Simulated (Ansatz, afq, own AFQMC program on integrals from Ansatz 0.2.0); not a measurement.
AlGeH₂, doublet: AFQMC among the cluster methods

```xyz
4

Ge    0.0000    0.0000    0.5987
Al    0.0000    0.0000   -1.4433
H     0.0000   -1.3746   -2.2564
H     0.0000    1.3746   -2.2564
```

Connectivity, by distances: Ge–AlH2.

Basis cc-pVDZ. Noble-gas cores (and the filled d shells of Ga–Kr and In–Xe) are frozen. Ansatz 0.2.0 and our own AFQMC program on the same integrals; the CISD trial comes from CCSD amplitudes, and released means the phaseless constraint is let go. Free projection: walkers drawn from exp(T), propagated without any constraint. Its projection time is finite, and what remains of the start isn't in its error. Uncertainties: one standard error, sampling alone. No spin–orbit coupling.

Determinant: ROHF, the one that the program's search chose, which needn't be the lowest solution. The geometry is a point of a scan.

No full CI on the walks' own integrals is used here; CCSDT(Q) serves as the reference and is uncertain by about the last step of the cluster series.

Cautions: no relativity below Rb; no spin-orbit coupling; inner d shell frozen; higher spins were not checked; a spin-contaminated unrestricted determinant lies lower (UHF 298 meV lower, ⟨S²⟩ 1.41); the released energies move by 1.5 errors or more from one time to the next, so no released level is given (meV from the phaseless value at times in 1/Eh: -6 ± 10 at 0.24, -8 ± 10 at 0.51, -21 ± 9 at 0.99, -16 ± 11 at 1.62, -36 ± 12 at 2.40); the ph-AFQMC/HF walk drifts between its halves (2.3 errors).

- T1 diagnostic: 0.0218
- weight of the determinant in the CISD state: 0.874
- size of the correlated space: 9 electrons in 36 orbitals

| level | correlation energy (eV) |
| --- | --- |
| MP2 | -3.3158 |
| CCSD | -4.3065 |
| CCSD(T) | -4.4151 |

Task: Estimate where phaseless AFQMC with a CISD trial lies against CCSD(T) on the same integrals.

Result: 1.06 ± 0.30 mEh below CCSD(T).

Reference: CCSDT(Q), correlation energy -4.453 eV.

```tsv
level	E − E(reference) (mEh)	share of correlation (%)
CCSD(T)	1.38	99.15
CCSDT	0.21	99.87
ph-AFQMC/HF	3.34 ± 1.76	97.96
ph-AFQMC/CISD	0.33 ± 0.30	99.80
free AFQMC	0.56 ± 0.38	99.66
```

Free projections are given only where their last times agree within the noise and don't stop above the reference; a slow remainder of the start can still hide under it. A walk keeps the symmetry of its determinant, which the program's search chose and which needn't be the lowest solution, so a lower state of the same spin and another symmetry isn't excluded.
